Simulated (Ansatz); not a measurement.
# AlH₃S₂ (SMILES [SH][AlH][SH]): one structure at several levels

One table from this session's results is given with a row withheld; the runs are named, their logs left out.

Program: Ansatz 0.2.0, Gaussian basis. Level of theory: single points in def2-TZVPP. These are calculated values, not measurements.

Cores are frozen in the correlated methods.

## The starting structure

SMILES `[SH][AlH][SH]`, 6 atoms, charge 0, spin multiplicity 1.

Atoms are counted from 1 here; the program's logs count them from 0.

Bond lengths: S1–Al2 2.174 Å, S1–H4 1.384 Å, Al2–S3 2.146 Å, Al2–H5 1.614 Å, S3–H6 1.318 Å. Angles: Al2–S1–H4 88.9°, S1–Al2–S3 129.5°, S1–Al2–H5 109.7°, S3–Al2–H5 120.8°, Al2–S3–H6 96.9°.

Coordinates:

```xyz
6
charge 0, multiplicity 1
S    -1.2704   -1.0701   -1.2723
Al    0.4101    0.0040   -0.4061
S     1.4068   -0.3037    1.4691
H    -2.1274   -0.1910   -0.6327
H     0.9181    1.1389   -1.4347
H     0.5847    0.4157    2.2066
```

The first run:

run/in.yaml

```yaml
crystal:
  periodic: [false, false, false]
  atoms:
    - {symbol: S, position_ang: [-1.270400, -1.070100, -1.272300]}
    - {symbol: Al, position_ang: [0.410100, 0.004000, -0.406100]}
    - {symbol: S, position_ang: [1.406800, -0.303700, 1.469100]}
    - {symbol: H, position_ang: [-2.127400, -0.191000, -0.632700]}
    - {symbol: H, position_ang: [0.918100, 1.138900, -1.434700]}
    - {symbol: H, position_ang: [0.584700, 0.415700, 2.206600]}
basis:
  gaussian: {orbitals: def2-TZVPP}
correlation: {method: ccsd_t}
output: {forces: true}
```

No record of the launch command was kept for these runs.

Steps of the session up to this table: CCSD(T)/def2-TZVPP; PBE0-D4/def2-TZVPP; wB97M-V/def2-TZVPP; r2SCAN-D4/def2-TZVPP; PBE-D4/def2-TZVPP; B97M-V/def2-TZVPP; r2SCAN0-D4/def2-TZVPP.

One of the session's tables, all rows but one given; the rest of the session is left out.

```
    method  RMS force component (eV/Å)  angle to CCSD(T) forces (°)  dipole (D)
   CCSD(T)                       0.618                    reference        1.39
   PBE0-D4                       0.581                          5.5        1.46
   wB97M-V                       0.605                          4.5        1.41
 r2SCAN-D4                       0.587                          4.8        1.47
    PBE-D4                       0.601                         15.5        1.40
    B97M-V                       0.577                          6.4        1.46
r2SCAN0-D4                           ?                            ?           ?
```

**Question.** Estimate the row for r2SCAN0-D4.

**Answer.** RMS force component (eV/Å): 0.592; angle to CCSD(T) forces (°): 8.0; dipole (D): 1.49. In the column «RMS force component (eV/Å)» it lies between r2SCAN-D4 (0.587) and PBE-D4 (0.601).
